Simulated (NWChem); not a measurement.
Molecule: diphosphorus (P$_{2}$); SMILES P#P

```xyz
2

P      0.0000     0.0000     0.9521
P      0.0000     0.0000    -0.9521
```
Atoms are numbered in this order, from 1.

Computed with NWChem. Coordinates come from a B3LYP/6-31G* (spherical d) optimisation. Isolated, static molecule.

GIAO at B3LYP/IGLO-III: principal shieldings of P1 are -1017.7, -1017.7, 969.8 ppm; an isolated phosphine molecule has σ = 567.3 ppm at the same levels.

**Question.** Find the isotropic 31P shift, its principal values, the span and the skew.

**Answer.** 
1. σ(iso) = one third of the sum = -355.2 ppm.
2. δ = σ(reference) − σ = 922.5 ppm against phosphine.
3. δ11, δ22, δ33 = 1585.0, 1585.0, -402.5 ppm.
4. Span Ω = δ11 − δ33 = 1987.5 ppm; skew κ = 3(δ22 − δ(iso))/Ω = 1.00.
